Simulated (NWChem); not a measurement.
A series in which one site is exchanged, each optimised at PBE0/def2-SVP with NWChem, gas phase unless a solvent is named. For some, no frequency run checked for a minimum. def2 effective core potentials on Y, La; no spin-orbit coupling.

A: [F][La]([F])[F] (LaF$_{3}$; site = La)
B: FN(F)F (NF3; site = N)
C: [F][Al]([F])[F] (AlF$_{3}$; site = Al)
D: [F][Y]([F])[F] (YF3; site = Y)

Problem. Rank them by lowest singlet excitation, CAM-B3LYP/def2-SVPD, TDA (eV), lowest first.

Solution. A (6.64), D (6.94), C (8.55), B (8.75)
